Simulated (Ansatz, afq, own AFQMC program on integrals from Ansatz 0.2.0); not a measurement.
AFQMC on a folder of integrals that Ansatz 0.2.0 wrote.

```yaml
crystal:
  periodic: [false, false, false]
  atoms:
    - {symbol: Cl, position_ang: [0.000000, 0.000000, 0.000000]}
basis:
  gaussian: {orbitals: 6-31G}
magnetization: {spin_polarized: true, initial_magnetization: 1}
correlation: {method: ccsd_t, electrons: outside_noble_gas, hamiltonian_folder: ham}
```

```sh
$ ansatz run in.yaml --threads 1 --pin off --events-out ev --progress --plain --max-ram 1382MiB
```

Options of the walk:

```
--method free --trial cisd --walkers 200 --time-step 0.03 --max-blocks 80 --target-error 0.00032 --factor-cut 1e-05 --seed 549 --times 0,0.3,0.6,1.2,1.8,2.4,3.6,4.8,6 --taylor-order 8
```

Times are imaginary, in 1/Eh. The walk had a cap of 341 s.

Log:

```
orbitals 8  electrons 4 3  factors 29 of 59
reference energy -459.44293921 Eh
CCSD correlation -0.03059217 Eh in 7 cycles, weight of the determinant in the CISD state 0.9842
repeat  energy at the last time / Eh  error
    10  -459.473831  0.000044
    20  -459.473833  0.000042
    30  -459.473851  0.000035
time / (1/Eh)  energy / Eh  error  mean overlap
  0.00  -459.473525  0.000013  1.0157
  0.30  -459.473738  0.000015  1.0159
  0.60  -459.473832  0.000017  1.0131
  1.20  -459.473871  0.000012  1.0089
  1.80  -459.473861  0.000017  1.0106
  2.40  -459.473850  0.000023  1.0083
  3.60  -459.473821  0.000021  1.0140
  4.80  -459.473887  0.000030  1.0052
  6.00  -459.473852  0.000034  1.0119
energy -459.473852 +/- 0.000034 Eh
```

The run passed its tests (error under three times the target), which doesn't prove that it has relaxed.

Against this walk (error 0.9 meV) on the same determinant: CCSD(T) 1.0 meV higher (within the noise), CCSDT(Q) 0.3 meV lower (within the noise), CCSDTQ 0.2 meV lower (within the noise), full CI 0.2 meV lower (within the noise). The error is statistical, and a free projection of finite length keeps a remainder of its start. The last points scatter (meV from the last: -0.2 ± 0.5 at 1.80, 0.1 ± 0.6 at 2.40, 0.8 ± 0.6 at 3.60, -1.0 ± 0.8 at 4.80, 0.0 ± 0.9 at 6.00); the last is the one printed as the energy, and the gaps above move with that scatter.

Cautions: remainder of the start not in the error.

The walk took 14 s on 1 thread of Arm Neoverse V1 (shared host). The log's last line is the free-projection energy.

CCSDT and higher add their correlation energy to the determinant of the CCSD(T) run, since their own runs factorise the integrals more tightly (a shift of under 2 meV). A walk keeps the symmetry of its determinant, which the program's search chose and which needn't be the lowest solution, so a lower state of the same spin and another symmetry isn't excluded.
